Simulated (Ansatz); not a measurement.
## Ansatz (development build ahead of 0.2.0) run

```yaml
crystal:
  periodic: [false, false, false]
  atoms:
    - { symbol: H, position_ang: [0.0, 0.00039, -1.68261] }
    - { symbol: Al, position_ang: [0.0, -0.00078, 0.0] }
    - { symbol: H, position_ang: [0.0, 0.00039, 1.68261] }
basis:
  gaussian: { orbitals: def2-SVP }
total_charge: 1
magnetization:
  spin_polarized: true
hamiltonian:
  xc: hf
correlation:
  method: ccsd_t
  frozen_orbitals: { Al: 5, H: 0 }
scf:
  omitted_lower_state_checks: [starts, atomic_configurations, cluster_reference, orbital_swaps, given_window_search, neighbouring_geometries, increment]
```

The input is written out in the form of the current development build from the run's settings.

The run gave:

```json
{
  "Converged": "yes",
  "Reference energy": "-242.68964 hartree",
  "Correlation energy": "-0.06978 hartree",
  "Total energy": "-242.75942 hartree",
  "Stability test": "minimum"
}
```
